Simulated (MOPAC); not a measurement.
Input for MOPAC: AM1 on HF (SMILES F).

```
AM1 1SCF PRECISE CHARGE=0 THREADS=1
FH

H     -0.00000000 1     0.00000000 1    -0.54877328 1
F     -0.00000000 1     0.00000000 1    -1.46803256 1
```

Output:

```
*******************************************************************************
 **                                                                           **
 **                              MOPAC v23.2.5                                **
 **                                                                           **
 *******************************************************************************
 ** MOPAC's Digital Object Identifier: https://doi.org/10.5281/zenodo.6511958 **
 **                                                                           **
 ** Please cite the open-source release paper for use of this MOPAC version:  **
 ** J. E. Moussa and J. J. P. Stewart (2026)                                  **
 ** MOPAC: An open-source semiempirical molecular orbital program             **
 ** J. Open Source Softw., 11(119), 8025, https://doi.org/10.21105/joss.08025 **
 *******************************************************************************

                              AM1 CALCULATION RESULTS

 *******************************************************************************
 *  AM1        - The AM1 Hamiltonian to be used
 *
 *
 *
 *                 CHARGE ON SYSTEM = 0
 *
 *
 *
 *  PRECISE    - TIGHTER CRITERIA TO BE USED
 *  1SCF       - DO 1 SCF AND THEN STOP
 *  THREADS=1  - MULTI-THREADING NOT USED
 *  T=         - A TIME OF 172800.0 SECONDS REQUESTED
 *  DUMP=N     - RESTART FILE WRITTEN EVERY 7200.0 SECONDS REQUESTED
 *******************************************************************************
AM1 1SCF PRECISE CHARGE=0 THREADS=1
 FH

   ATOM   CHEMICAL          X               Y               Z
  NUMBER   SYMBOL      (ANGSTROMS)     (ANGSTROMS)     (ANGSTROMS)

     1       H         -0.00000000  *   0.00000000  *  -0.54877328  *
     2       F         -0.00000000  *   0.00000000  *  -1.46803256  *



          CARTESIAN COORDINATES

    NO.       ATOM           X           Y           Z

     1         H         -0.0000      0.0000     -0.5488
     2         F         -0.0000      0.0000     -1.4680

  H: (AM1): M.J.S. DEWAR ET AL, J. AM. CHEM. SOC. 107 3902-3909 (1985)
  F: (AM1): M.J.S. DEWAR AND E. G. ZOEBISCH, THEOCHEM, 180, 1 (1988).

           Empirical Formula: H F  =     2 atoms



      MOLECULAR POINT GROUP   :   C*v


      RHF CALCULATION, NO. OF DOUBLY OCCUPIED LEVELS = 4


 -------------------------------------------------------------------------------
 AM1 1SCF PRECISE CHARGE=0 THREADS=1
 FH



     1SCF WAS SPECIFIED, SO BFGS WAS NOT USED
     SCF FIELD WAS ACHIEVED


                              AM1 CALCULATION
                                                       MOPAC v23.2.5 Linux




          FINAL HEAT OF FORMATION =        -68.66277 KCAL/MOL =    -287.28501 KJ/MOL


          COSMO AREA              =         39.44 SQUARE ANGSTROMS
          COSMO VOLUME            =         23.10 CUBIC ANGSTROMS

          IONIZATION POTENTIAL    =         13.984585 EV
          HOMO LUMO ENERGIES (EV) =        -13.985  5.578
          NO. OF FILLED LEVELS    =          4
          MOLECULAR WEIGHT        =         20.0063         POINT GROUP:  C*v

          MOLECULAR DIMENSIONS (Angstroms)

            Atom       Atom       Distance
            F     2    H     1     0.91926
            F     2    H     1     0.00000
            H     1    F     2     0.00000


          SCF CALCULATIONS        =          1





   ATOM   CHEMICAL          X               Y               Z
  NUMBER   SYMBOL      (ANGSTROMS)     (ANGSTROMS)     (ANGSTROMS)

     1       H         -0.00000000  *   0.00000000  *  -0.54877328  *
     2       F         -0.00000000  *   0.00000000  *  -1.46803256  *

                             CARTESIAN COORDINATES

   1    H       -0.000000000     0.000000000    -0.548773280
   2    F       -0.000000000     0.000000000    -1.468032560


           Empirical Formula: H F  =     2 atoms



      MOLECULAR POINT GROUP   :   C*v


                  EIGENVALUES
 -48.13525 -17.09458 -13.98459 -13.98459   5.57811


              NET ATOMIC CHARGES AND DIPOLE CONTRIBUTIONS

  ATOM NO.   TYPE          CHARGE      No. of ELECS.   s-Pop       p-Pop
    1          H           0.280179        0.7198     0.71982
    2          F          -0.280179        7.2802     1.89877     5.38141
 DIPOLE           X         Y         Z       TOTAL
 POINT-CHG.     0.000     0.000     1.237     1.237
 HYBRID        -0.000     0.000     0.527     0.527
 SUM           -0.000     0.000     1.764     1.764


          ATOMIC ORBITAL ELECTRON POPULATIONS

     Atom    s        px        py        pz
    1  H   0.71982
    2  F   1.89877   2.00000   2.00000   1.38141

 **********************
 *                    *
 * JOB ENDED NORMALLY *
 *                    *
 **********************




 == MOPAC DONE ==
```

The run finished.

Cost: very roughly 0.03 core-seconds.
